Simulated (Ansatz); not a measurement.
`CC(O)(F)F` + H₂ → `CC(O)F` + H–F at 400 K and 1 bar (hydrogenolysis of a C–F bond).

Isolated molecules relaxed with PBE0-D4/def2-TZVP in Ansatz; ΔE leaves out vibrations. CBS: MP2 limit from def2 TZ/QZ plus the TZ coupled-cluster correction, frozen cores. This one scheme is used for every species. One conformer a species, not always the lowest.

| species | CCSD(T)/CBS energy (Eh) | H − E (kJ/mol) | S (J/(mol·K)) |
| --- | --- | --- | --- |
| `CC(O)(F)F` | -353.28821 | 195.7 | 328.5 |
| H₂ | -1.17544 | 38.0 | 139.0 |
| `CC(O)F` | -254.08332 | 214.6 | 309.8 |
| H–F | -100.39570 | 36.5 | 182.2 |

H − E and S are ideal-gas, rigid-rotor, harmonic terms from PBE0-D4/def2-TZVP, for one conformer and one mirror image of each species. The MP2-based limit puts H₂ 0.8 mEh under its directly extrapolated value; such offsets cancel only in part. 1 Eh = 2625.50 kJ/mol, R = 8.31446 J/(mol·K).

Question: By hand: ΔE, ΔH, ΔS and ΔG.

Answer: ΔE = (-254.08332) + (-100.39570) − (-353.28821) − (-1.17544) = -0.01537 Eh = -40.4 kJ/mol. Δ(H − E) = 214.6 + 36.5 − 195.7 − 38.0 = 17.4, so ΔH = -23.0 kJ/mol. ΔS = 309.8 + 182.2 − 328.5 − 139.0 = 24.5 J/(mol·K). ΔG = -23.0 − 400 × (24.5)/1000 = -32.8 kJ/mol.

Question: By hand: the equilibrium constant, and the temperature at which ΔG would vanish if ΔH and ΔS stayed fixed.

Answer: log₁₀ K = −ΔG/(RT ln 10) = 4.3. ΔH and −TΔS have one sign here, so there is no such temperature.

TΔS isn't small against ΔH here. A doubt of 5 kJ/mol in ΔE shifts log₁₀ K by 0.7 here. Other conformers and mirror images would add mixing entropy, several J/(mol·K) or more a flexible species. These are equilibria of isolated gas molecules and say nothing of rates. Largest T1 diagnostic: 0.011 (customary marks: 0.02 for closed shells, 0.045 for open ones).
